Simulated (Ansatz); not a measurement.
# Worked example: correlation energy of SbH$_{4}$⁻, triplet

Geometry: a PBE0/def2-TZVPD stationary point for this spin, not checked as a minimum. The singlet lies 0.3 eV lower here.

```
atom    x (Å)    y (Å)    z (Å)
  Sb   0.0000   0.0000   0.0000
   H   0.3559   1.2939   1.3069
   H  -0.5350  -1.2776   1.2611
   H  -0.3466   1.2804  -1.3226
   H   0.5257  -1.2967  -1.2454
```

Basis def2-SVPD with its core potentials; Ansatz 0.2.0. Correlated methods freeze the noble-gas cores and the filled d shells of p-block atoms, which leaves 10 electrons in 55 orbitals. Prefix R: restricted or restricted open-shell reference; prefix U: unrestricted. No spin–orbit coupling is included; scalar relativity enters through the core potentials alone.

Full CI isn't at hand for all of this; UCCSDT(Q) serves as the reference, and is uncertain by about the last step of the cluster series.

Runs differ by some tens of microhartree through their thresholds and, for an open shell, their frozen cores, so steps under 0.03 kcal/mol mean nothing.

```tsv
level	total energy (hartree)
UHF	-241.413638
UMP2	-241.553191
UCCSD	-241.589574
UCCSD(T)	-241.595275
UCCSDT	-241.596603
UCCSDT(Q)	-241.596847
```

Problem. What is the correlation energy at UCCSDT(Q), and what share of it do UMP2 and UCCSD(T) recover?

Solution. E(corr) = -241.596847 − (-241.413638) = -0.183209 hartree = -4.985 eV. UMP2: -0.139553 / -0.183209 = 76.17 %. UCCSD(T): -0.181637 / -0.183209 = 99.14 %.

Problem. By how many kcal/mol does UCCSD(T) miss UCCSDT(Q) (1 hartree = 627.509 kcal/mol), and which steps make up the rest?

Solution. -241.595275 − (-241.596847) = 0.001572 hartree = 0.99 kcal/mol. Steps: UCCSDT − UCCSD(T) = -0.83, UCCSDT(Q) − UCCSDT = -0.15 kcal/mol. Differences between like states or geometries often cancel part of this.
